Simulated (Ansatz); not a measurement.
[S4]2+ (S₄²⁺), 4 atoms. Hardware: 4 threads of Arm Neoverse V2 on a shared host.

Correlated methods freeze 20 core orbitals. In CCSD on the charge 3 doublet the largest single amplitude is 0.41, so its Hartree–Fock determinant may place the open shell otherwise than the density functionals do.

Q: How many basis functions does each of these Ansatz runs have, and roughly what does it cost? RPA@PBE/def2-TZVP, charge 2 singlet, energy, from earlier orbitals; CCSD(T)/def2-TZVPP, charge 3 doublet at the geometry of the charge 2 singlet, energy, from earlier orbitals; B3LYP-D4/def2-TZVP, charge 2 singlet, energy, from earlier orbitals; PBE0-D4/def2-TZVP, charge 2 triplet at the geometry of the charge 2 singlet, energy; ωB97X-V/def2-TZVP, charge 2 singlet, energy, from earlier orbitals; CCSD(T)/def2-TZVPP, charge 2 singlet, energy, from earlier orbitals; r2SCAN-D4/def2-TZVP, charge 3 doublet at the geometry of the charge 2 singlet, energy, from earlier orbitals; PBE-QIDH/def2-TZVP, charge 2 singlet, energy, from earlier orbitals; HF/STO-3G, charge 2 singlet, energy; PBE0-D4/def2-TZVP, charge 2 singlet, energy, from earlier orbitals; r2SCAN-D4/def2-TZVP, charge 2 triplet at the geometry of the charge 2 singlet, energy, from earlier orbitals; CAM-B3LYP-D4/def2-TZVP, charge 2 singlet, energy, from earlier orbitals.

A: Other jobs shared the machine, so times can vary by a factor of up to 3. A dash marks memory too small to be measured apart from the calling script's.

| run | functions | fitting or Cholesky vectors | wall time | peak host memory (GiB) |
| --- | --- | --- | --- | --- |
| HF/STO-3G, charge 2 singlet, energy | 36 | 393 | 0.1 s | – |
| B3LYP-D4/def2-TZVP, charge 2 singlet, energy, from earlier orbitals | 148 | 1084 | 1.2 s | – |
| PBE0-D4/def2-TZVP, charge 2 singlet, energy, from earlier orbitals | 148 | 1084 | 1.4 s | – |
| CAM-B3LYP-D4/def2-TZVP, charge 2 singlet, energy, from earlier orbitals | 148 | 1084 | 1.4 s | – |
| RPA@PBE/def2-TZVP, charge 2 singlet, energy, from earlier orbitals | 148 | 888 | 1.6 s | – |
| PBE-QIDH/def2-TZVP, charge 2 singlet, energy, from earlier orbitals | 148 | 888 | 2.1 s | – |
| ωB97X-V/def2-TZVP, charge 2 singlet, energy, from earlier orbitals | 148 | 1084 | 2.7 s | – |
| r2SCAN-D4/def2-TZVP, charge 3 doublet at the geometry of the charge 2 singlet, energy, from earlier orbitals | 148 | 1044 | 4.9 s | – |
| PBE0-D4/def2-TZVP, charge 2 triplet at the geometry of the charge 2 singlet, energy | 148 | 1084 | 7 s | 0.73 |
| r2SCAN-D4/def2-TZVP, charge 2 triplet at the geometry of the charge 2 singlet, energy, from earlier orbitals | 148 | 1044 | 11 s | – |
| CCSD(T)/def2-TZVPP, charge 2 singlet, energy, from earlier orbitals | 168 | 976 | 12 s | 1.1 |
| CCSD(T)/def2-TZVPP, charge 3 doublet at the geometry of the charge 2 singlet, energy, from earlier orbitals | 168 | 976 | 48 s | 2.7 |
